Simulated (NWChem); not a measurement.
The numbers come from NWChem runs, not from measurements. System: Na (+1), charge 1, spin multiplicity 1. Level: CCSD(T)/def2-TZVPD, 1 core orbitals frozen.

NWChem printed:

```
             Northwest Computational Chemistry Package (NWChem) 7.3.0
             --------------------------------------------------------

                                NWChem Input Module
                                -------------------

 Scaling coordinates for geometry "geometry" by  1.889725989
 (inverse scale =  0.529177249)

                             Geometry "geometry" -> ""
                             -------------------------

 Output coordinates in angstroms (scale by  1.889725989 to convert to a.u.)

  No.       Tag          Charge          X              Y              Z
 ---- ---------------- ---------- -------------- -------------- --------------
    1 Na                  11.0000     0.00000000     0.00000000     0.00000000

 Effective nuclear repulsion energy (a.u.)       0.0000000000

            Nuclear Dipole moment (a.u.)
            ----------------------------
        X                 Y               Z
 ---------------- ---------------- ----------------
     0.0000000000     0.0000000000     0.0000000000

      Symmetry information
      --------------------

 Group name             D2h
 Group number             26
 Group order               8
 No. of unique centers     1

      Symmetry unique atoms

     1


 Summary of "ao basis" -> "" (spherical)
 ------------------------------------------------------------------------------
       Tag                 Description            Shells   Functions and Types
 ---------------- ------------------------------  ------  ---------------------
 *                         def2-tzvpd                 on all atoms

 Summary of "ao basis" -> "ao basis" (spherical)
 ------------------------------------------------------------------------------
       Tag                 Description            Shells   Functions and Types
 ---------------- ------------------------------  ------  ---------------------
 Na                        def2-tzvpd               13       35   5s5p3d

                                 NWChem SCF Module
                                 -----------------

  ao basis        = "ao basis"
  functions       =    35
  atoms           =     1
  closed shells   =     5
  open shells     =     0
  charge          =   1.00
  wavefunction    = RHF
  use symmetry    = T
  symmetry adapt  = T

 Summary of "ao basis" -> "ao basis" (spherical)
 ------------------------------------------------------------------------------
       Tag                 Description            Shells   Functions and Types
 ---------------- ------------------------------  ------  ---------------------
 Na                        def2-tzvpd               13       35   5s5p3d

      Symmetry analysis of basis
      --------------------------

        ag         11
        au          0
        b1g         3
        b1u         5
        b2g         3
        b2u         5
        b3g         3
        b3u         5

 Forming initial guess at       0.0s

      Superposition of Atomic Density Guess
      -------------------------------------

 Sum of atomic energies:        -161.85181368

 Renormalizing density from      11.00 to     10

      Non-variational initial energy
      ------------------------------

 Total energy =    -152.549478
 1-e energy   =    -207.151992
 2-e energy   =      54.602514
 HOMO         =      -2.565454
 LUMO         =      -0.363048

      Symmetry analysis of molecular orbitals - initial
      -------------------------------------------------

 !! scf_movecs_sym_adapt:   30 vectors were symmetry contaminated

  Symmetry fudging

 !! scf_movecs_sym_adapt:   30 vectors were symmetry contaminated

  Numbering of irreducible representations:

     1 ag          2 au          3 b1g         4 b1u         5 b2g
     6 b2u         7 b3g         8 b3u

  Orbital symmetries:

     1 ag          2 ag          3 b1u         4 b3u         5 b2u
     6 ag          7 b2u         8 b3u         9 b1u        10 ag
    11 b2u        12 b1u        13 b3u        14 ag         15 ag

 Starting SCF solution at       0.1s

 ----------------------------------------------
         Quadratically convergent ROHF

 Convergence threshold     :          1.000E-07
 Maximum no. of iterations :          100
[...]
 Vector    3  Occ=2.000000D+00  E=-1.797433D+00  Symmetry=b2u
              MO Center=  1.4D-31, -6.7D-17,  1.6D-31, r^2= 2.3D-01
   Bfn.  Coefficient  Atom+Function         Bfn.  Coefficient  Atom+Function
  ----- ------------  ---------------      ----- ------------  ---------------
     7      0.864127  1 Na py                10      0.226286  1 Na py

 Vector    4  Occ=2.000000D+00  E=-1.797433D+00  Symmetry=b1u
              MO Center=  1.4D-31,  6.8D-32, -3.1D-17, r^2= 2.3D-01
   Bfn.  Coefficient  Atom+Function         Bfn.  Coefficient  Atom+Function
  ----- ------------  ---------------      ----- ------------  ---------------
     8      0.864127  1 Na pz                11      0.226286  1 Na pz

 Vector    5  Occ=2.000000D+00  E=-1.797433D+00  Symmetry=b3u
              MO Center= -1.5D-36, -1.1D-40, -1.4D-40, r^2= 2.3D-01
   Bfn.  Coefficient  Atom+Function         Bfn.  Coefficient  Atom+Function
  ----- ------------  ---------------      ----- ------------  ---------------
     6      0.864127  1 Na px                 9      0.226286  1 Na px

 Vector    6  Occ=0.000000D+00  E=-1.814085D-01  Symmetry=ag
              MO Center= -1.7D-14,  3.3D-15,  6.8D-15, r^2= 5.8D+00
   Bfn.  Coefficient  Atom+Function         Bfn.  Coefficient  Atom+Function
  ----- ------------  ---------------      ----- ------------  ---------------
     4      0.778652  1 Na s                  5      0.299325  1 Na s
     3     -0.240678  1 Na s

 Vector    7  Occ=0.000000D+00  E=-1.094008D-01  Symmetry=b2u
              MO Center= -2.0D-30, -3.7D-15, -1.8D-30, r^2= 1.2D+01
   Bfn.  Coefficient  Atom+Function         Bfn.  Coefficient  Atom+Function
  ----- ------------  ---------------      ----- ------------  ---------------
    13      0.672381  1 Na py                16      0.244324  1 Na py
    19      0.203114  1 Na py

 Vector    8  Occ=0.000000D+00  E=-1.094008D-01  Symmetry=b1u
              MO Center= -6.4D-30, -4.3D-30, -8.8D-15, r^2= 1.2D+01
   Bfn.  Coefficient  Atom+Function         Bfn.  Coefficient  Atom+Function
  ----- ------------  ---------------      ----- ------------  ---------------
    14      0.672381  1 Na pz                17      0.244324  1 Na pz
    20      0.203114  1 Na pz

 center of mass
 --------------
 x =   0.00000000 y =   0.00000000 z =   0.00000000

 moments of inertia (a.u.)
 ------------------
           0.000000000000           0.000000000000           0.000000000000
           0.000000000000           0.000000000000           0.000000000000
           0.000000000000           0.000000000000           0.000000000000

  Mulliken analysis of the total density
  --------------------------------------

    Atom       Charge   Shell Charges
 -----------   ------   -------------------------------------------------------
    1 Na  11    10.00   2.00  0.67  1.33  0.00 -0.00  5.08  0.91  0.00  0.01 -0.00  0.00  0.00  0.00

       Multipole analysis of the density wrt the origin
       ------------------------------------------------

     L   x y z        total         open         nuclear
     -   - - -        -----         ----         -------
     0   0 0 0      1.000000      0.000000     11.000000

     1   1 0 0     -0.000000      0.000000      0.000000
     1   0 1 0      0.000000      0.000000      0.000000
     1   0 0 1      0.000000      0.000000      0.000000

     2   2 0 0     -2.142241      0.000000      0.000000
     2   1 1 0     -0.000000      0.000000      0.000000
     2   1 0 1     -0.000000      0.000000      0.000000
     2   0 2 0     -2.142241      0.000000      0.000000
     2   0 1 1      0.000000      0.000000      0.000000
     2   0 0 2     -2.142241      0.000000      0.000000

                   NWChem Extensible Many-Electron Theory Module
                   ---------------------------------------------


            General Information
            -------------------
      Number of processors :     1
         Wavefunction type : Restricted Hartree-Fock
          No. of electrons :    10
           Alpha electrons :     5
            Beta electrons :     5
           No. of orbitals :    70
            Alpha orbitals :    35
             Beta orbitals :    35
        Alpha frozen cores :     1
         Beta frozen cores :     1
     Alpha frozen virtuals :     0
      Beta frozen virtuals :     0
         Spin multiplicity : singlet
    Number of AO functions :    35
       Number of AO shells :    13
        Use of symmetry is : on
      Symmetry adaption is : on
         Schwarz screening : 0.10D-09

          Correlation Information
          -----------------------
          Calculation type : Coupled-cluster singles & doubles w/ perturbation
   Perturbative correction : (T)
            Max iterations :      100
        Residual threshold : 0.10D-05
     T(0) DIIS level shift : 0.00D+00
     L(0) DIIS level shift : 0.00D+00
     T(1) DIIS level shift : 0.00D+00
     L(1) DIIS level shift : 0.00D+00
     T(R) DIIS level shift : 0.00D+00
     T(I) DIIS level shift : 0.00D+00
   CC-T/L Amplitude update :  5-th order DIIS
                I/O scheme : Global Array Library
        L-threshold :  0.10D-05
        EOM-threshold :  0.10D-05
 no EOMCCSD initial starts read in
 TCE RESTART OPTIONS
 SLICE:      F
 D4D5:       F
 quantumc:   F
 qrotation:  F
 pwtce:      F
 qducc:      F
 nacto:                         0
 nrotv:                         0
 nrot:                          0

            Memory Information
            ------------------
          Available GA space size is     249035575 doubles
          Available MA space size is     104855484 doubles

 Maximum block size supplied by input
 Maximum block size        24 doubles

 tile_dim =      9

 -------------------------------------------------

 Global array virtual files algorithm will be used

 Parallel file system coherency ......... OK

 4-electron integrals stored in orbital form

 v2    file size   =            41431
 4-index algorithm nr.  13 is used
 imaxsize =       30
 imaxsize ichop =        0


CCSD iterations
 ---------------------------------------------------------
 Iter          Residuum       Correlation     Cpu    Wall
 ---------------------------------------------------------
    1   0.0765702658866  -0.1590165211058     0.3     0.3
    2   0.0119695475546  -0.1633471570804     0.3     0.3
    3   0.0025244269970  -0.1639298099214     0.3     0.3
    4   0.0006199384650  -0.1640177642616     0.3     0.3
    5   0.0001579343261  -0.1640399286505     0.3     0.3
    6   0.0000179582484  -0.1640457204450     0.3     0.3
    7   0.0000045399667  -0.1640461469460     0.3     0.3
    8   0.0000010961158  -0.1640461599396     0.3     0.3
    9   0.0000003687193  -0.1640461717601     0.3     0.3
 -----------------------------------------------------------------
 Iterations converged
 CCSD correlation energy / hartree =        -0.164046171760114
 CCSD total energy / hartree       =      -161.834299816825478

 Singles contributions

 Doubles contributions
 CCSD(T)
 Using plain CCSD(T) code
             total no. of tasks         1204
 total no. of tasks / no. procs         1204
                         wl_min           27           1.7
                         wl_max          729           3.0
        thresh for no. of tasks         1204

 CCSD[T]  correction energy / hartree =        -0.002175918191729
 CCSD[T] correlation energy / hartree =        -0.166222089951843
 CCSD[T] total energy / hartree       =      -161.836475735017217
 CCSD(T)  correction energy / hartree =        -0.001919699247903
 CCSD(T) correlation energy / hartree =        -0.165965871008016
 CCSD(T) total energy / hartree       =      -161.836219516073385

 Task  times  cpu:        3.8s     wall:        3.8s

 Total times  cpu:        3.8s     wall:        3.8s
```

### Question
Write an NWChem input that would produce this output.

### Answer
This is not unique; one that fits is 
```
start mol
memory heap 100 mb stack 700 mb global 1900 mb
charge 1
geometry units angstroms nocenter noautoz
  Na     0.000000     0.000000     0.000000
  symmetry group D2h
end
basis spherical
  * library def2-tzvpd
end
scf
  rhf
  nopen 0
  maxiter 100
  thresh 1e-7
  semidirect memsize 60000000 filesize 0
end
tce
  freeze core 1
  ccsd(t)
  2eorb
  2emet 13
  thresh 1e-6
  maxiter 100
  tilesize 24
end
task tce energy
```
